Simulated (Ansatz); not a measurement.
Take Pt in the fcc (Cu type) structure (space group Fm-3m, No. 225) as the base.

```
CELL_PARAMETERS angstrom
      0.00000     1.98504     1.98504
      1.98504     0.00000     1.98504
      1.98504     1.98504     0.00000
ATOMIC_POSITIONS crystal
  Pt 0.00000 0.00000 0.00000
```

Computed with PBE, PAW, 420 eV (Ansatz, a program for electronic structure; without spin-orbit coupling), earlier PAW set.

| level | lattice parameter a |
|---|---|
| PBE | 3.970 Å |

Measured: lattice parameter a 3.913 Å (static lattice; corrected from measurement; as listed in Daniel Mejia-Rodriguez, S. B. Trickey, Phys. Rev. B (2018)).

Computed minus measured — lattice parameter a: PBE +1.5 %.

Whether these cells are dynamically stable was not tested. The final runs are not spin-polarised.
